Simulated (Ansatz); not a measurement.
# Worked example: correlation energy of [NH2···H···N], quartet

Geometry: a point of a hydrogen-transfer path between rigid fragments, not a stationary point.

```yaml
atoms:
  - { symbol: N, position_ang: [-1.0746, -0.0184, -0.0286] }
  - { symbol: H, position_ang: [-1.3719, 0.9495, -0.0286] }
  - { symbol: H, position_ang: [-1.3719, -0.4207, 0.8517] }
  - { symbol: H, position_ang: [-0.0196, -0.0184, -0.0286] }
  - { symbol: N, position_ang: [1.2734, -0.0184, -0.0286] }
```

Basis cc-pVDZ; Ansatz 0.2.0. Correlated methods freeze the noble-gas cores, which leaves 13 electrons in 41 orbitals. R marks a restricted (for open shells ROHF) determinant, U an unrestricted one.

Full CI isn't at hand for all of this; UCCSDT(Q) serves as the reference, and is uncertain by about the last step of the cluster series.

Runs differ by some tens of microhartree through their thresholds and, for an open shell, their frozen cores, so steps under 0.03 kcal/mol mean nothing.

```csv
level,total energy (hartree)
UHF,-110.528770
UMP2,-110.799183
UCCSD,-110.831179
UCCSD(T),-110.837242
UCCSDT,-110.837845
UCCSDT(Q),-110.838324
```

Problem. What is the correlation energy at UCCSDT(Q), and what share of it do UMP2 and UCCSD(T) recover?

Solution. E(corr) = -110.838324 − (-110.528770) = -0.309554 hartree = -8.423 eV. UMP2: -0.270413 / -0.309554 = 87.36 %. UCCSD(T): -0.308472 / -0.309554 = 99.65 %.

Problem. By how many kcal/mol does UCCSD(T) miss UCCSDT(Q) (1 hartree = 627.509 kcal/mol), and which steps make up the rest?

Solution. -110.837242 − (-110.838324) = 0.001082 hartree = 0.68 kcal/mol. Steps: UCCSDT − UCCSD(T) = -0.38, UCCSDT(Q) − UCCSDT = -0.30 kcal/mol. That is within 1 kcal/mol of the reference in this basis, which itself misses far more of the correlation at the basis-set limit.
